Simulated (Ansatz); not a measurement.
Species: CH3, SMILES `[CH3]` (charge 0, multiplicity 2).

Question: Give a relaxed geometry from Ansatz (a quantum-chemistry and plane-wave program) with PBE-D3(BJ)/def2-SVP.

Answer: the end point of this relaxation (outside a Z-matrix the atoms follow the SMILES, hydrogens last).
Z-matrix (Å, degrees):
```
C
H 1 1.0982
H 1 1.0982 2 120.00
H 1 1.0982 2 120.00 3 -179.99
```
